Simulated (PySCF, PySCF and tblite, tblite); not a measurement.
# C4H4F+: conformers and averaged spectra

Aim: find the conformers of C4H4F+ (`FC[c+]1cc1`), weigh them, and average their properties.

Programs: PySCF 2.14.0 with density-fitted response routines of our own, and tblite 0.8.0. All values are computed, except where a source is named. Atoms count from 0 throughout.

### 1 The molecule as given

9 atoms, charge 1, multiplicity 1; geometry from: MMFF94s geometry.

Bonds of the start (Å): C1–C2 1.49, C1–H5 1.10, C1–H6 1.10, C2–C3 1.41, C2–C4 1.41, C3–C4 1.34, C3–H7 1.07, C4–H8 1.08, F0–C1 1.35.

### 2 GFN2-xTB relaxation, conformer 1

Job settings and geometry (Å):

```
{"job": {"xc": "GFN2-xTB", "basis": "xTB", "kind": "relax"}, "charge": 1, "multiplicity": 1}
F     -2.089800     0.082800    -0.976500
C     -1.292500     0.066700     0.109300
C      0.109500     0.427600    -0.260400
C      1.084200    -0.549900    -0.531500
C      1.200400     0.157700     0.598400
H     -1.364200    -0.938100     0.558100
H     -1.687000     0.788600     0.832400
H      1.917800    -0.667900    -1.196600
H      2.135100     0.638500     0.841400
```

Launch:

```console
$ OMP_NUM_THREADS=1 python ens_run.py task.json out
```

One launch serves the whole session.

What it wrote:

```text
step      E/eV     max force
  0    -398.37440    4.926
  1    -398.99378    4.036
  2    -399.86762    2.217
  3    -400.28666    4.011
  4    -400.48892    1.186
  5    -400.59424    1.307
  6    -400.74930    1.488
  7    -400.85578    1.057
  8    -400.90392    0.541
  9    -400.92804    0.464
 10    -400.94880    0.595
 11    -400.97194    0.530
 12    -400.99223    0.371
 13    -401.00434    0.354
 14    -401.01243    0.249
 15    -401.01764    0.250
 16    -401.02265    0.262
 17    -401.02869    0.268
 18    -401.03537    0.337
 19    -401.04280    0.278
 20    -401.05068    0.288
 21    -401.05806    0.196
 22    -401.06379    0.243
 23    -401.06832    0.264
 24    -401.07350    0.253
 25    -401.07966    0.275
 26    -401.08445    0.186
 27    -401.08719    0.152
 28    -401.08935    0.152
 29    -401.09226    0.207
 30    -401.09632    0.249
 31    -401.10093    0.259
 32    -401.10433    0.191
 33    -401.10723    0.227
 34    -401.10982    0.207
 35    -401.11398    0.147
 36    -401.11523    0.166
 37    -401.11666    0.103
 38    -401.11731    0.079
 39    -401.11794    0.058
 40    -401.11823    0.056
 41    -401.11841    0.054
 42    -401.11860    0.054
 43    -401.11888    0.062
 44    -401.11917    0.049
 45    -401.11936    0.031
 46    -401.11936    0.031
 47    -401.11941    0.031
 48    -401.11957    0.045
 49    -401.11963    0.046
 50    -401.11969    0.021
 51    -401.11975    0.021
 52    -401.11978    0.025
 53    -401.11985    0.032
 54    -401.11990    0.027
 55    -401.11994    0.017
 56    -401.11997    0.016
 57    -401.12000    0.018
 58    -401.12002    0.017
 59    -401.12004    0.010
 60    -401.12005    0.006
 61    -401.12005    0.006
 62    -401.12005    0.004
 63    -401.12005    0.004
```

It took 0.19 s on 1 thread of Arm Neoverse V1, shared host.

Relaxing gained 2.746 eV and moved the atoms by 0.46 Å on average (rms).

### 3 DFT optimisation, conformer 1: PBE0-D3(BJ)/def2-SVP

Job settings and geometry (Å):

```
{"job": {"kind": "geom", "xc": "PBE0", "basis": "def2-SVP", "d3": "d3bj", "grid": 1, "maxiter": 40}, "charge": 1, "multiplicity": 1}
F     -1.907802    -0.355720    -1.001012
C     -1.305112     0.017415     0.148922
C      0.128078     0.012302     0.027506
C      1.260759    -0.212358    -0.757432
C      1.411043     0.207210     0.531629
H     -1.628466    -0.671446     0.951993
H     -1.667894     1.025910     0.422768
H      1.679817    -0.504931    -1.698683
H      2.043138     0.487612     1.349131
```

What it wrote:

```text
step   0  E = -253.81863951  max force = 0.046030
step   1  E = -253.81653176  max force = 0.020962
step   2  E = -253.81916585  max force = 0.013075
step   3  E = -253.82121047  max force = 0.002744
step   4  E = -253.82133259  max force = 0.001733
step   5  E = -253.82140807  max force = 0.001638
step   6  E = -253.82141986  max force = 0.000693
step   7  E = -253.82142130  max force = 0.000195
optimisation converged
```

It took 18 s on 1 thread of Arm Neoverse V1, shared host; peak memory 0.44 GiB.

The energy fell by 0.076 eV, and the atoms moved 0.02 Å (root mean square).

### 4 Shieldings, conformer 1: PBE0/pcSseg-1

Job settings and geometry (Å):

```
{"job": {"xc": "PBE0", "basis": "pcSseg-1", "kind": "nmr", "pop": true}, "charge": 1, "multiplicity": 1}
F     -1.432126    -0.498112    -1.584143
C     -1.297103    -0.099197    -0.310712
C      0.118535     0.020604     0.056486
C      1.438956    -0.087700    -0.300249
C      1.114818     0.305049     0.956825
H     -1.768931    -0.813699     0.393200
H     -1.775694     0.885577    -0.138241
H      2.193276    -0.321820    -1.055805
H      1.423150     0.619231     1.957609
```

What it wrote:

```text
coarse grid: 7912 points
cycle   1  E = -253.8988886455  dE =  1.153e+00  |g| = 4.616e-01  |ddm| = 2.606e+00
cycle   2  E = -253.8715927133  dE =  2.730e-02  |g| = 6.658e-01  |ddm| = 1.110e+00
cycle   3  E = -253.9402399628  dE = -6.865e-02  |g| = 4.563e-02  |ddm| = 5.790e-01
cycle   4  E = -253.9405247780  dE = -2.848e-04  |g| = 2.336e-02  |ddm| = 5.142e-02
cycle   5  E = -253.9406466723  dE = -1.219e-04  |g| = 7.815e-03  |ddm| = 2.545e-02
cycle   6  E = -253.9406599062  dE = -1.323e-05  |g| = 1.633e-03  |ddm| = 7.011e-03
cycle   7  E = -253.9406605472  dE = -6.410e-07  |g| = 2.051e-04  |ddm| = 1.572e-03
final grid: 77928 points
cycle   8  E = -253.9768476226  dE = -2.183e-05  |g| = 4.897e-03  |ddm| = 2.343e-02
cycle   9  E = -253.9768472538  dE =  3.688e-07  |g| = 5.555e-03  |ddm| = 7.662e-03
cycle  10  E = -253.9768531970  dE = -5.943e-06  |g| = 9.565e-04  |ddm| = 4.164e-03
cycle  11  E = -253.9768533497  dE = -1.527e-07  |g| = 1.088e-04  |ddm| = 7.579e-04
cycle  12  E = -253.9768533513  dE = -1.622e-09  |g| = 5.944e-05  |ddm| = 1.127e-04
cycle  13  E = -253.9768533521  dE = -8.012e-10  |g| = 9.996e-06  |ddm| = 5.704e-05
converged SCF energy = -253.9768533521

GIAO shielding tensors (ppm)
atom      isotropic    diamagn.    paramagn.     s11        s22        s33       span
  0 F      427.146     469.089     -41.943    401.690    422.006    457.742     56.052
  1 C      104.707     240.427    -135.719     82.125     86.329    145.667     63.542
  2 C       -8.208     253.835    -262.043   -163.092    -51.011    189.479    352.571
  3 C        6.844     251.074    -244.230   -108.691    -73.789    203.012    311.703
  4 C       10.035     253.291    -243.256   -108.926    -58.366    197.398    306.323
  5 H       24.695      24.767      -0.071     20.534     24.238     29.313      8.778
  6 H       24.692      24.757      -0.064     20.532     24.233     29.311      8.779
  7 H       20.564      28.294      -7.730     17.521     21.077     23.093      5.572
  8 H       20.843      28.643      -7.800     18.511     21.249     22.768      4.256
```

Run time: 5.7 s. Hardware: 1 thread of Arm Neoverse V1, shared host; peak memory 0.56 GiB.

This run: HOMO -15.25 eV, LUMO -7.56 eV.

### 5 Single-point energy, conformer 1: CAM-B3LYP/def2-TZVP

Changed since step 4:

```diff
@@ -1,2 +1,2 @@
-{"job": {"xc": "PBE0", "basis": "pcSseg-1", "kind": "nmr", "pop": true}, "charge": 1, "multiplicity": 1}
+{"job": {"xc": "CAM-B3LYP", "basis": "def2-TZVP", "kind": "sp"}, "charge": 1, "multiplicity": 1}
 F     -1.432126    -0.498112    -1.584143
```

What it wrote:

```text
coarse grid: 7912 points
cycle   1  E = -254.2146933478  dE =  1.280e+00  |g| = 5.535e-01  |ddm| = 2.337e+00
cycle   2  E = -254.2075638632  dE =  7.129e-03  |g| = 6.950e-01  |ddm| = 1.024e+00
cycle   3  E = -254.2784731272  dE = -7.091e-02  |g| = 6.045e-02  |ddm| = 5.212e-01
cycle   4  E = -254.2790341489  dE = -5.610e-04  |g| = 1.977e-02  |ddm| = 1.045e-01
cycle   5  E = -254.2791191958  dE = -8.505e-05  |g| = 4.618e-03  |ddm| = 2.638e-02
cycle   6  E = -254.2791232843  dE = -4.089e-06  |g| = 1.932e-03  |ddm| = 6.176e-03
final grid: 77928 points
cycle   7  E = -254.2766287140  dE = -3.236e-05  |g| = 3.703e-03  |ddm| = 3.759e-02
cycle   8  E = -254.2766285147  dE =  1.993e-07  |g| = 3.932e-03  |ddm| = 5.330e-03
cycle   9  E = -254.2766315381  dE = -3.023e-06  |g| = 5.616e-04  |ddm| = 2.617e-03
cycle  10  E = -254.2766315870  dE = -4.895e-08  |g| = 1.433e-04  |ddm| = 4.475e-04
cycle  11  E = -254.2766315904  dE = -3.388e-09  |g| = 4.274e-05  |ddm| = 1.754e-04
cycle  12  E = -254.2766315907  dE = -3.487e-10  |g| = 1.182e-05  |ddm| = 3.235e-05
converged SCF energy = -254.2766315907
```

Wall time 6.5 s (1 thread of Arm Neoverse V1, shared host); peak memory 0.67 GiB.

Key values: HOMO -16.73 eV, LUMO -6.26 eV.

### 6 Couplings, conformer 1: B3LYP/pcJ-1

Changed since step 5:

```diff
@@ -1,2 +1,2 @@
-{"job": {"xc": "CAM-B3LYP", "basis": "def2-TZVP", "kind": "sp"}, "charge": 1, "multiplicity": 1}
+{"job": {"xc": "B3LYP", "basis": "pcJ-1", "kind": "j"}, "charge": 1, "multiplicity": 1}
 F     -1.432126    -0.498112    -1.584143
```

What it wrote:

```text
coarse grid: 7912 points
cycle   1  E = -254.2085834512  dE =  1.087e+00  |g| = 4.865e-01  |ddm| = 2.493e+00
cycle   2  E = -254.1646796739  dE =  4.390e-02  |g| = 7.567e-01  |ddm| = 1.139e+00
cycle   3  E = -254.2490426932  dE = -8.436e-02  |g| = 4.871e-02  |ddm| = 6.148e-01
cycle   4  E = -254.2493126638  dE = -2.700e-04  |g| = 2.620e-02  |ddm| = 5.087e-02
cycle   5  E = -254.2494622096  dE = -1.495e-04  |g| = 9.259e-03  |ddm| = 2.646e-02
cycle   6  E = -254.2494805898  dE = -1.838e-05  |g| = 1.453e-03  |ddm| = 7.103e-03
cycle   7  E = -254.2494810809  dE = -4.911e-07  |g| = 2.888e-04  |ddm| = 1.346e-03
final grid: 77928 points
cycle   8  E = -254.2922486707  dE = -1.052e-04  |g| = 4.664e-03  |ddm| = 1.401e-02
cycle   9  E = -254.2922468299  dE =  1.841e-06  |g| = 5.842e-03  |ddm| = 6.191e-03
cycle  10  E = -254.2922525446  dE = -5.715e-06  |g| = 8.883e-04  |ddm| = 3.977e-03
cycle  11  E = -254.2922526473  dE = -1.027e-07  |g| = 3.449e-04  |ddm| = 8.399e-04
cycle  12  E = -254.2922526700  dE = -2.266e-08  |g| = 7.790e-05  |ddm| = 2.551e-04
cycle  13  E = -254.2922526714  dE = -1.404e-09  |g| = 1.202e-05  |ddm| = 6.789e-05
cycle  14  E = -254.2922526714  dE = -3.115e-11  |g| = 1.390e-06  |ddm| = 8.911e-06
converged SCF energy = -254.2922526714

Indirect spin-spin couplings (Hz)
  i      j    bonds     total        FC       PSO       DSO        SD
  0 F    1 C    1   -287.440  -315.932    11.375     0.644    16.472
  0 F    2 C    2     23.519    30.975    -7.013    -0.007    -0.435
  0 F    3 C    3      5.254     4.703     0.457    -0.112     0.207
  0 F    4 C    3      3.322     4.360    -1.196    -0.404     0.561
  0 F    5 H    2     51.864    46.240    10.366    -1.711    -3.031
  0 F    6 H    2     51.882    46.259    10.364    -1.711    -3.029
  0 F    7 H    4      2.804     2.212     0.940    -0.452     0.104
  0 F    8 H    4      4.059     3.721     1.383    -1.429     0.383
  1 C    2 C    1     56.859    59.476    -3.243     0.282     0.344
  1 C    3 C    2     -3.400    -2.594    -0.868    -0.079     0.141
  1 C    4 C    2      0.880     1.466    -0.632    -0.076     0.123
  1 C    5 H    1    166.244   165.376    -0.287     0.975     0.180
  1 C    6 H    1    166.335   165.467    -0.288     0.975     0.181
  1 C    7 H    3      1.005     1.201     0.157    -0.343    -0.011
  1 C    8 H    3     -1.093    -0.955     0.170    -0.297    -0.011
  2 C    3 C    1     24.393    30.306    -5.899     0.147    -0.162
  2 C    4 C    1     24.790    30.547    -5.813     0.143    -0.089
  2 C    5 H    2     -0.832    -0.757    -0.259     0.011     0.173
  2 C    6 H    2     -0.830    -0.753    -0.259     0.010     0.172
  2 C    7 H    2      2.006     1.964     0.408    -0.743     0.377
  2 C    8 H    2      2.684     2.623     0.435    -0.756     0.382
  3 C    4 C    1     30.989    36.919    -6.416     0.101     0.385
  3 C    5 H    3      2.941     2.978     0.320    -0.427     0.069
  3 C    6 H    3      2.954     2.993     0.320    -0.427     0.068
  3 C    7 H    1    281.292   281.808    -2.084     0.621     0.947
  3 C    8 H    2      1.637     1.612     0.522    -0.866     0.369
  4 C    5 H    3      0.745     0.778     0.107    -0.224     0.084
  4 C    6 H    3      0.744     0.777     0.107    -0.224     0.084
  4 C    7 H    2      2.220     2.168     0.542    -0.868     0.377
  4 C    8 H    1    277.775   278.235    -2.004     0.602     0.942
  5 H    6 H    2    -29.283   -29.665     2.092    -2.079     0.369
  5 H    7 H    4     -1.460    -1.345     1.481    -1.589    -0.005
  5 H    8 H    4     -0.809    -0.749     0.779    -0.829    -0.009
  6 H    7 H    4     -1.455    -1.341     1.481    -1.590    -0.005
  6 H    8 H    4     -0.806    -0.746     0.779    -0.830    -0.009
  7 H    8 H    3      0.120     0.207     2.466    -2.484    -0.070
```

It took 20 s on 1 thread of Arm Neoverse V1, shared host; peak memory 0.79 GiB.

This run: HOMO -14.96 eV, LUMO -7.82 eV.

### 7 Excited states, conformer 1: wB97X-D/def2-SVPD

Changed since step 6:

```diff
@@ -1,2 +1,2 @@
-{"job": {"xc": "B3LYP", "basis": "pcJ-1", "kind": "j"}, "charge": 1, "multiplicity": 1}
+{"job": {"xc": "wB97X-D", "basis": "def2-SVPD", "nstates": 6, "ntriplets": 0, "kind": "uv"}, "charge": 1, "multiplicity": 1}
 F     -1.432126    -0.498112    -1.584143
```

What it wrote:

```text
coarse grid: 7912 points
cycle   1  E = -253.9195220494  dE =  1.289e+00  |g| = 5.346e-01  |ddm| = 4.352e+00
cycle   2  E = -253.9393798950  dE = -1.986e-02  |g| = 5.567e-01  |ddm| = 1.108e+00
cycle   3  E = -253.9900978947  dE = -5.072e-02  |g| = 6.920e-02  |ddm| = 5.700e-01
cycle   4  E = -253.9909391181  dE = -8.412e-04  |g| = 1.688e-02  |ddm| = 2.122e-01
cycle   5  E = -253.9910190025  dE = -7.988e-05  |g| = 3.010e-03  |ddm| = 4.701e-02
cycle   6  E = -253.9910212550  dE = -2.252e-06  |g| = 1.263e-03  |ddm| = 1.177e-02
final grid: 77928 points
cycle   7  E = -254.0283092540  dE = -8.667e-05  |g| = 5.315e-03  |ddm| = 1.173e-01
cycle   8  E = -254.0283095094  dE = -2.554e-07  |g| = 5.952e-03  |ddm| = 1.711e-02
cycle   9  E = -254.0283151939  dE = -5.684e-06  |g| = 2.947e-04  |ddm| = 5.223e-03
cycle  10  E = -254.0283152323  dE = -3.844e-08  |g| = 1.286e-04  |ddm| = 1.874e-03
cycle  11  E = -254.0283152366  dE = -4.223e-09  |g| = 4.652e-05  |ddm| = 3.190e-04
cycle  12  E = -254.0283152373  dE = -7.692e-10  |g| = 1.124e-05  |ddm| = 1.306e-04
converged SCF energy = -254.0283152373

Static polarisability (au): isotropic 37.443, principal 26.888 38.286 47.156

Singlet excitations
state   eV       nm        f      main configurations
  1   7.1244    174.0   0.00026   H-1->L 0.62, H-4->L 0.24
  2   7.2076    172.0   0.00171   H-1->L+1 0.82, H-4->L+1 0.08
  3   7.2769    170.4   0.13662   H->L+1 0.79, H->L 0.20
  4   7.5347    164.6   0.00064   H-2->L 0.80, H-2->L+1 0.16
  5   7.6209    162.7   0.00002   H-2->L+1 0.69, H-2->L 0.16
  6   7.6224    162.7   0.01782   H->L 0.79, H->L+1 0.20
```

Wall time 8.2 s (1 thread of Arm Neoverse V1, shared host); peak memory 0.61 GiB.

In short: HOMO -17.28 eV, LUMO -5.62 eV; S1 7.12 eV.

### 8 Averages: properties at PBE0/pcSseg-1

Job settings and geometry (Å):

```
{"job": {"study": "conf", "smiles": "FC[c+]1cc1", "search": {"seed": 2949, "n_embed": 60, "ff_keep": 14, "window": 3.0, "nmax": 3, "temps": [220, 260, 298.15, 340, 380], "t_ref": 298.15, "order": 0.0005, "geom": true}, "level": {"nmr": {"xc": "PBE0", "basis": "pcSseg-1"}, "sp": {"xc": "CAM-B3LYP", "basis": "def2-TZVP"}, "j": {"xc": "B3LYP", "basis": "pcJ-1"}, "uv": {"xc": "wB97X-D", "basis": "def2-SVPD", "nstates": 6, "ntriplets": 0}}, "kind": "conf"}, "charge": 1, "multiplicity": 1}
F     -1.432126    -0.498112    -1.584143
C     -1.297103    -0.099197    -0.310712
C      0.118535     0.020604     0.056486
C      1.438956    -0.087700    -0.300249
C      1.114818     0.305049     0.956825
H     -1.768931    -0.813699     0.393200
H     -1.775694     0.885577    -0.138241
H      2.193276    -0.321820    -1.055805
H      1.423150     0.619231     1.957609
```

What it wrote:

```text
conformer  sym    E(xTB)   E(DFT)   G(298.15 K)  weight  dipole/D
    1     Cs      0.000    0.000    0.000   1.0000    5.345

mean shielding (ppm) by class
class atoms           220 K      260 K   298.15 K      340 K      380 K
  0 F  0            427.146    427.146    427.146    427.146    427.146
  1 C  1            104.707    104.707    104.707    104.707    104.707
  2 C  2             -8.208     -8.208     -8.208     -8.208     -8.208
  3 C  3,4             8.44       8.44       8.44       8.44       8.44
  4 H  5,6           24.694     24.694     24.694     24.694     24.694
  5 H  7,8           20.703     20.703     20.703     20.703     20.703
```

It took 42 s on 1 thread of Arm Neoverse V1, shared host. This counts the runs that the step sums up.

The search (ETKDG and KDG, MMFF94s, GFN2-xTB) embedded 60 structures, kept 4 distinct ones after the force field and 1 after xTB; 1 was carried on (window 3.0 kcal/mol at the search's own energies). Energies: CAM-B3LYP/def2-TZVP with D3(BJ).

Conformer by conformer (298 K):

| no. | group | mirror pair | ΔE xTB | ΔE DFT | ΔG | weight (%) | F0–C1–C2–C3 (°) | A, B, C (GHz) |
| --- | --- | --- | --- | --- | --- | --- | --- | --- |
| 1 | Cs | no | 0.00 | 0.00 | 0.00 | 100.0 | 0 | 17.30, 3.41, 2.90 |

Energies in kcal/mol. ΔG holds xTB vibrations and rotation, symmetry numbers and mirror pairs.

Shifts against references run at the same level (13C TMS 184.4, 1H TMS 31.27, 19F CFCl3 177.2 ppm of shielding), by class of atoms, at 298 K:

| atoms | environment | average |
| --- | --- | --- |
| C2 | substituted aromatic carbon | 192.6 |
| C3, C4 | aromatic CH | 176.0 |
| C1 | sp3 CH2 bonded to F, on an aromatic ring | 79.7 |
| H7, H8 | hydrogen on an aromatic CH | 10.56 |
| H5, H6 | hydrogen on an sp3 CH2 bonded to F, on an aromatic ring | 6.57 |
| F0 | fluorine on an sp3 carbon | -249.9 |

Couplings (Hz, B3LYP/pcJ-1; one pair named for each class), from conformers that hold 100 % of the weight:

| pair | bonds | average |
| --- | --- | --- |
| F0–C1 | 1 | -287.4 |
| C3–H7 | 1 | 279.5 |
| C1–H5 | 1 | 166.3 |
| C1–C2 | 1 | 56.9 |
| C3–C4 | 1 | 31.0 |
| C2–C3 | 1 | 24.6 |
| F0–H5 | 2 | 51.9 |
| H5–H6 | 2 | -29.3 |
| F0–C2 | 2 | 23.5 |
| C2–H7 | 2 | 2.3 |
| C3–H8 | 2 | 1.9 |
| C2–H5 | 2 | -0.8 |
| F0–C3 | 3 | 4.3 |
| C3–H5 | 3 | 1.9 |
| F0–H7 | 4 | 3.4 |
| H5–H7 | 4 | -1.1 |

Lowest and brightest singlet by conformer (wB97X-D/def2-SVPD): no. 1 7.12 and 7.28 eV.

### 9 Results

```
                           quantity                                                 value
                         conformers  1; the first in weight is no. 1 (Cs), 100 % at 298 K
averaged 13C shifts (PBE0/pcSseg-1)                                192.6, 176.0, 79.7 ppm
 averaged 1H shifts (PBE0/pcSseg-1)                                       10.56, 6.57 ppm
averaged 19F shifts (PBE0/pcSseg-1)                                            -249.9 ppm
```

What this shows: The search found one conformer in the window, so the averages are its own values.
